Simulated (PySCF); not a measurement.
Atomic charges against the basis set

Species: pentane, C5H12.
Atom-mapped SMILES: `[CH3:1][CH2:2][CH2:3][CH2:4][CH3:5]` (hydrogens: H6, H7, H8 on C1; H9, H10 on C2; H11, H12 on C3; H13, H14 on C4; H15, H16, H17 on C5)

PBE0 throughout (PySCF), one geometry, spherical d and f functions. Geometry: PBE0-D3(BJ)/def2-SVP, one conformer, isolated molecule. Atoms taken as equivalent share a column and are averaged.

Mulliken charges (e):

```json
{"basis": "pcSseg-0", "functions": "69", "C1/C5": "-0.627", "C2/C4": "-0.515", "C3": "-0.463", "H6 (×6)": "+0.226", "H9/H10/H13/H14": "+0.234", "H11/H12": "+0.228"}
{"basis": "cc-pVDZ", "functions": "130", "C1/C5": "-0.073", "C2/C4": "-0.104", "C3": "-0.078", "H6 (×6)": "+0.040", "H9/H10/H13/H14": "+0.033", "H11/H12": "+0.029"}
{"basis": "pcSseg-1", "functions": "145", "C1/C5": "-0.270", "C2/C4": "-0.276", "C3": "-0.258", "H6 (×6)": "+0.112", "H9/H10/H13/H14": "+0.114", "H11/H12": "+0.111"}
{"basis": "aug-cc-pVDZ", "functions": "223", "C1/C5": "+0.441", "C2/C4": "+0.620", "C3": "+0.445", "H6 (×6)": "-0.128", "H9/H10/H13/H14": "-0.282", "H11/H12": "-0.336"}
{"basis": "IGLO-III", "functions": "295", "C1/C5": "-0.365", "C2/C4": "-0.194", "C3": "-0.214", "H6 (×6)": "+0.114", "H9/H10/H13/H14": "+0.108", "H11/H12": "+0.107"}
{"basis": "cc-pVTZ", "functions": "318", "C1/C5": "-0.302", "C2/C4": "-0.159", "C3": "-0.141", "H6 (×6)": "+0.095", "H9/H10/H13/H14": "+0.084", "H11/H12": "+0.079"}
```

IAO charges (e):

```tsv
basis	functions	C1/C5	C2/C4	C3	H6 (×6)	H9/H10/H13/H14	H11/H12
pcSseg-0	69	-0.420	-0.260	-0.258	+0.139	+0.132	+0.127
cc-pVDZ	130	-0.407	-0.238	-0.240	+0.133	+0.123	+0.119
pcSseg-1	145	-0.407	-0.240	-0.242	+0.133	+0.124	+0.120
aug-cc-pVDZ	223	-0.418	-0.245	-0.246	+0.137	+0.127	+0.122
IGLO-III	295	-0.421	-0.247	-0.248	+0.138	+0.128	+0.123
cc-pVTZ	318	-0.421	-0.247	-0.248	+0.138	+0.128	+0.123
```

Hirshfeld charges (e):

```tsv
basis	functions	C1/C5	C2/C4	C3	H6 (×6)	H9/H10/H13/H14	H11/H12
pcSseg-0	69	-0.102	-0.048	-0.052	+0.033	+0.026	+0.024
cc-pVDZ	130	-0.110	-0.059	-0.061	+0.035	+0.032	+0.030
pcSseg-1	145	-0.115	-0.064	-0.066	+0.037	+0.034	+0.032
aug-cc-pVDZ	223	-0.123	-0.074	-0.075	+0.040	+0.038	+0.037
IGLO-III	295	-0.123	-0.073	-0.075	+0.040	+0.038	+0.037
cc-pVTZ	318	-0.119	-0.069	-0.070	+0.039	+0.036	+0.035
```

ESP-fitted charges (e):

```
      basis  functions   C1/C5   C2/C4      C3  H6 (×6)  H9/H10/H13/H14  H11/H12
   pcSseg-0         69  -0.404  +0.122  -0.096   +0.100          -0.005   +0.038
    cc-pVDZ        130  -0.285  +0.140  -0.050   +0.066          -0.021   +0.013
   pcSseg-1        145  -0.304  +0.170  -0.038   +0.069          -0.031   +0.007
aug-cc-pVDZ        223  -0.325  +0.182  -0.054   +0.074          -0.031   +0.012
   IGLO-III        295  -0.325  +0.180  -0.045   +0.074          -0.031   +0.009
    cc-pVTZ        318  -0.328  +0.175  -0.048   +0.075          -0.029   +0.011
```

Problem. Which scheme is steadiest as the basis changes?

Solution. Largest range over the bases for any column: IAO 0.02 e, Hirshfeld 0.03 e, ESP-fitted 0.12 e, Mulliken 1.14 e. IAO and Hirshfeld charges move least and Mulliken charges most, counted in e.

Problem. How much do the charges still move between the two largest bases, IGLO-III and cc-pVTZ?

Solution. At most, over all atoms: Mulliken 0.073 e, IAO 0.000 e, Hirshfeld 0.004 e, ESP-fitted 0.004 e.

Problem. What do the same runs give for the total energy, the frontier levels and the dipole moment?

Solution. 
```csv
basis,energy (Eh),HOMO (eV),LUMO (eV),μ (D)
pcSseg-0,-197.0719,-8.91,2.29,0.03
cc-pVDZ,-197.5237,-8.80,2.01,0.06
pcSseg-1,-197.4892,-8.91,1.58,0.06
aug-cc-pVDZ,-197.5343,-8.85,0.02,0.09
IGLO-III,-197.5931,-8.87,0.88,0.09
cc-pVTZ,-197.5830,-8.86,1.31,0.08
```
